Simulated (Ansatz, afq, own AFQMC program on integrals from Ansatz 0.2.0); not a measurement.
Two steps: Ansatz 0.2.0 writes the Fock matrix and Cholesky factors of the valence space, and afq projects on them the lowest state that overlaps trial and start.

```yaml
crystal:
  periodic: [false, false, false]
  atoms:
    - {symbol: Si, position_ang: [0.000000, 0.000000, 2.088600]}
    - {symbol: Al, position_ang: [0.000000, 0.000000, -0.244867]}
    - {symbol: H, position_ang: [0.000000, 0.000000, -1.843733]}
basis:
  gaussian: {orbitals: 6-31G}
magnetization: {spin_polarized: true, initial_magnetization: 2}
correlation: {method: ccsd_t, electrons: outside_noble_gas, hamiltonian_folder: ham}
```

```sh
$ ansatz run in.yaml --threads 1 --pin off --events-out ev --progress --plain --max-ram 24576MiB --backend cuda --devices 0, --max-vram 18GiB
```

afq runs on the folder ham with

```
--method phaseless --trial cisd --walkers 40 --populations 1 --least-time 40 --time-step 0.04 --steps-per-block 50 --equilibration-blocks 5 --max-blocks 20 --target-error 0.00068 --factor-cut 1e-05 --start spin_pure --seed 7673 --taylor-order 8
```

Times are imaginary, in 1/Eh. The walk had a cap of 60 s.

Output of the walk:

```
orbitals 18  electrons 5 3  factors 103 of 310
reference energy -531.28643563 Eh
CCSD correlation -0.08274890 Eh in 12 cycles, weight of the determinant in the CISD state 0.8963
energy of the start -531.369142 Eh
 block  time / (1/Eh)  mean weight  energy / Eh
     1     2.000  1.0007  -531.371545
     2     4.000  0.9840  -531.373993
     3     6.000  1.0023  -531.371461
     4     8.000  1.0030  -531.373266
     5    10.000  1.0045  -531.377920
     6    12.000  0.9950  -531.372342
     7    14.000  1.0003  -531.385023
     8    16.000  1.0148  -531.374538
     9    18.000  1.0064  -531.370627
    10    20.000  1.0006  -531.369966
    11    22.000  0.9996  -531.372399
    12    24.000  1.0002  -531.370829
    13    26.000  1.0040  -531.370366
    14    28.000  0.9958  -531.372270
    15    30.000  0.9948  -531.372007
    16    32.000  1.0053  -531.371398
    17    34.000  1.0087  -531.373920
    18    36.000  0.9956  -531.374387
    19    38.000  1.0117  -531.370202
    20    40.000  1.0078  -531.388923
    21    42.000  1.0058  -531.373122
    22    44.000  1.0046  -531.377678
    23    46.000  0.9940  -531.374344
    24    48.000  0.9956  -531.375336
    25    50.000  1.0028  -531.370178
blocks merged  error / Eh  count
     1  0.001101  20
     2  0.001090  10
energy -531.373995 +/- 0.001101 Eh
```

The run failed at least one of its tests; the cautions name the faults.

Against this walk (error 30.0 meV) on the same determinant: CCSD(T) 58.0 meV higher (within the noise), CCSDT(Q) 22.5 meV higher (within the noise), CCSDTQ 22.2 meV higher (within the noise), full CI 21.8 meV higher (within the noise), a separate phaseless walk with a CISD trial and standard settings 35.3 ± 30.1 meV higher (within the noise). The error is statistical and leaves out the bias of the constraint.

Cautions: constraint bias not in the error; error not settled; error above the target (30.0 against 18.5 meV); lower spins were not checked; the time-step error isn't removed.

The walk took 5.2 s on 1 × NVIDIA H100 80GB HBM3 with 2 threads of AMD EPYC 7R13 Processor (Zen 3), on a shared host (the card was shared). The log's last line is the phaseless energy.

CCSDT and higher add their correlation energy to the determinant of the CCSD(T) run, since their own runs factorise the integrals more tightly (a shift of under 2 meV). A walk keeps the symmetry of its determinant, which the program's search chose and which needn't be the lowest solution, so a lower state of the same spin and another symmetry isn't excluded.
